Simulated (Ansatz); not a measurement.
**HF ··· C₂H₄**

The pair of HF (SMILES F, atoms 1–2) and C₂H₄ (SMILES C=C, atoms 3–8), both closed shells, in one local arrangement (a lower one may exist), relaxed at PBE0-D4/def2-TZVP:

F1  (1.052, -0.544, -2.075)
H2  (0.642, -0.332, -1.265)
C3  (-0.809, 0.377, 0.225)
C4  (0.247, -0.086, 0.883)
H5  (-1.647, -0.264, -0.028)
H6  (-0.880, 1.416, -0.078)
H7  (1.081, 0.557, 1.144)
H8  (0.314, -1.123, 1.194)
(Å)

Program: Ansatz 0.2.0. Basis: def2-TZVPPD, with def2-QZVPPD for the basis limit. Cores are frozen in the correlated methods. B3LYP uses VWN-RPA correlation. Extrapolation: Hartree–Fock as exp(−7.88 √X), correlation as X^−2.97. Interaction energies count from these two fragments, frozen as in the pair, with the counterpoise correction; negative means bound.

Problem. What is the interaction energy by CCSD(T) at an estimated basis limit (MP2 extrapolated from triple and quadruple zeta, plus CCSD(T) − MP2 in triple zeta)? (To be estimated.)

Solution. Computed: -18.9 kJ/mol. Hartree–Fock alone gives -11.0 kJ/mol at the basis limit. It counts from the two fragments frozen as in the pair.

The same quantity by other methods in triple zeta, and each one's difference from that estimate:
| method | E_int (kJ/mol) | difference |
| --- | --- | --- |
| PBE-D4 | -23.5 | -4.6 |
| revPBE-D4 | -20.4 | -1.5 |
| BLYP-D4 | -19.9 | -1.0 |
| r2SCAN-D4 | -23.3 | -4.4 |
| B97M-V | -20.1 | -1.2 |
| PBE0-D4 | -23.1 | -4.3 |
| B3LYP-D4 | -20.9 | -2.0 |
| HSE06-D4 | -23.1 | -4.2 |
| wB97X-V | -21.2 | -2.3 |
| wB97M-V | -20.9 | -2.0 |
| B2PLYP | -17.9 | 1.0 |
| HF | -11.1 | 7.8 |
| MP2 | -18.5 | 0.4 |
| CCSD | -16.0 | 2.9 |
| CCSD(T) | -17.3 | 1.6 |
Differences are method less estimate.

Basis-set superposition shift (counterpoise-corrected less uncorrected): CCSD(T) 2.6; MP2 2.6; HF 0.3; PBE0-D4 0.3; wB97M-V 0.3 kJ/mol.

The T1 diagnostic stays at or below 0.011.

For scale, one of the runs: CCSD(T)/def2-TZVPPD, 199 basis functions, launched by `ansatz run in.yaml --threads 2 --pin off --events-out ev --progress --plain --max-ram 5222MiB`. Hardware: 2 CPU threads, shared host. Wall time 55 s; peak host memory 2.5 GiB.
